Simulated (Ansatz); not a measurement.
Species: C₂H₃N, SMILES `CC#N` (charge 0, multiplicity 1).

Task: Give a relaxed geometry from r2SCAN-D4/def2-TZVP (Ansatz, an electronic-structure program).

Result: the end point of this relaxation (outside a Z-matrix the atoms follow the SMILES, hydrogens last).
Bond lengths (Å): C1–C2 1.449, C1–H4 1.091, C1–H5 1.091, C1–H6 1.091, C2–N3 1.154. Bond angles (°): C2–C1–H4 110.2, C2–C1–H5 110.2, C2–C1–H6 110.2, H4–C1–H5 108.8, H4–C1–H6 108.8, H5–C1–H6 108.8, C1–C2–N3 180.0.
